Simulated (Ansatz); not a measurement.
**BF (quintet): from Hartree-Fock to the top rungs, aug-cc-pVTZ**

One table from this session's results is given with a row withheld; the runs are named, their logs left out.

Program: Ansatz 0.2.0, Gaussian basis. Level of theory: aug-cc-pVTZ, core rule «outside noble gas», up to 2 orbitals frozen. These are calculated values, not measurements.

The runs, in order: UHF; CCSD(T) on ROHF; CCSD(T) on UHF; BCCD(T) on ROHF; CCSDT(Q) on ROHF; CCSDT(Q) on UHF; CASSCF and MRCISD+Q, 10 electrons in 8 orbitals; CASSCF and NEVPT2, 10 electrons in 8 orbitals.

9 further runs of the same task are left out: 4 for a known fault of the program, 5 set aside as unsound or not needed.

## The geometry

The geometry is a PBE0/def2-TZVPD stationary point (not a proven minimum) of the parent state, kept for this charge and spin.

2 atoms, charge 0, spin multiplicity 5.

Atoms are counted from 1 here; the program's logs count them from 0.

Bond lengths: B1–F2 1.403 Å.

The first run:

Input file in.yaml:

```yaml
crystal:
  periodic: [false, false, false]
  atoms:
    - {symbol: B, position_ang: [0.000000, 0.000000, 0.000000]}
    - {symbol: F, position_ang: [0.000000, 0.000000, 1.402700]}
basis:
  gaussian: {orbitals: aug-cc-pVTZ}
magnetization: {spin_polarized: true, initial_magnetization: 4}
hamiltonian: {xc: hf}
output: {orbitals: {seedname: orbitals}}
```

Launch:

```console
$ ansatz run in.yaml --threads 1 --pin off --events-out ev --progress --plain --max-ram 2560MiB --backend cpu
```

Among the steps run: UHF; CCSD(T) on ROHF; CCSD(T) on UHF; BCCD(T) on ROHF; CCSDT(Q) on ROHF; CCSDT(Q) on UHF; CASSCF and MRCISD+Q, 10 electrons in 8 orbitals; CASSCF and NEVPT2, 10 electrons in 8 orbitals.

One table of the session follows, with a row left open; its other results are not shown here.

It belongs to the step «Misses and costs». 

| method | from UCCSDT(Q) (meV) |
| --- | --- |
| ROHF | +7049.0 |
| UHF | +6899.1 |
| RMP2 | +647.1 |
| UMP2 | +656.8 |
| RCCSD | +168.9 |
| UCCSD | +165.2 |
| RCCSD(T) | +17.0 |
| UCCSD(T) | +14.9 |
| BCCD(T) | +17.0 |
| RCCSDT | +5.0 |
| UCCSDT | +2.6 |
| RCCSDT(Q) | +2.8 |
| UCCSDT(Q) | 0 |
| CASSCF valence | +6545.7 |
| NEVPT2 valence | +1041.0 |
| MRCISD valence | ? |
| MRCISD+Q valence | +65.5 |

Q: Estimate the row for MRCISD valence from the others.

As computed: from UCCSDT(Q) (meV): +349.8. In the column «from UCCSDT(Q) (meV)» it lies between RCCSD (+168.9) and RMP2 (+647.1).

To keep in mind: Restricted and unrestricted rows rest on different reference determinants; where their highest levels disagree by more than a few hundredths of an eV, they describe different states and don't form one ladder.
